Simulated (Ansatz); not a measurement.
For hcp Ru, LDA (Ansatz, a program for electronic structure, PAW) gives:

lattice constant a: 2.676 Å
c axis length: 4.222 Å

Task: What does HSE06 in Ansatz (plane waves, PAW) give for the same quantities?

Result: 
- lattice constant a: 2.681 Å (grows by 0.2 %)
- lattice parameter c: 4.236 Å (goes up by 0.3 %)

For comparison: lattice constant a 2.706 Å (measured, 293 K, not corrected to a static lattice, sources range from 2.700 to 2.706; as tabulated in Wikipedia's data pages); lattice parameter c 4.282 Å (measured, 293 K, no zero-point or thermal correction; as tabulated in Wikipedia's data pages).

Changes are worked out from the printed values.

Unless a cell is named, each level is at its own relaxed cell (LDA 13.09, HSE06 13.19 Å³/atom).

Ansatz's density-functional and Hartree–Fock values are scalar-relativistic unless marked +SOC, with PAW data made under PBE.
